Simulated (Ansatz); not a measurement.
in.yaml

```yaml
crystal:
  periodic: [false, false, false]
  atoms:
    - {symbol: Si, position_ang: [0.000000, -0.043771, 1.020022]}
    - {symbol: B, position_ang: [0.000000, -0.068609, -2.515891]}
    - {symbol: H, position_ang: [0.000000, 1.174361, 1.915576]}
    - {symbol: H, position_ang: [0.000000, 0.781170, -3.352693]}
basis:
  gaussian: {orbitals: cc-pVDZ}
magnetization: {spin_polarized: true, initial_magnetization: 3}
hamiltonian: {xc: {name: B2PLYP}}
correlation: {electrons: outside_noble_gas}
```

```sh
$ ansatz run in.yaml --threads 1 --pin off --events-out ev --progress --plain --max-ram 2816MiB --backend cpu
```

Output:

```
406 factors; integrals over basis functions are off by at most 1.1e-3 eV
mean field evaluation 1: about -8570.4948 eV, gradient 9.2e0 eV
mean field evaluation 2: about -8570.5087 eV, gradient 9.2e0 eV
mean field evaluation 4: about -8571.8936 eV, gradient 2.0e0 eV
mean field evaluation 8: about -8572.7191 eV, gradient 2.2e-1 eV
mean field evaluation 16: about -8572.7272 eV, gradient 7.3e-3 eV
mean field evaluation 32: about -8572.7156 eV, gradient 6.3e-1 eV
mean field evaluation 64: about -8571.4801 eV, gradient 6.5e0 eV
mean field evaluation 96: about -8572.6081 eV, gradient 6.2e-1 eV
mean field -8572.72717555 eV, -315.0419128984 hartree, gradient 4.0e-6 eV, S^2 3.791201; 9 other end points of the search recorded, 0 dependent functions left out
6 core orbitals not correlated: weight in the atoms' cores, before any rotation towards them, 1.000 or more for the frozen orbitals, at most 0.000 for the correlated occupied ones
reference -8572.72731920 eV, -315.0419181773 hartree; 6, 3 occupied and 30, 33 virtual orbitals, 406 factors
second order -3.76308748 eV of doubles, -0.00000000 eV of singles
Total energy: -8573.74335282 eV, -315.0792567241 hartree
```

Ran on 1 thread of AMD EPYC 7R13, shared host: 4.3 s wall, 0.17 GiB peak host memory.
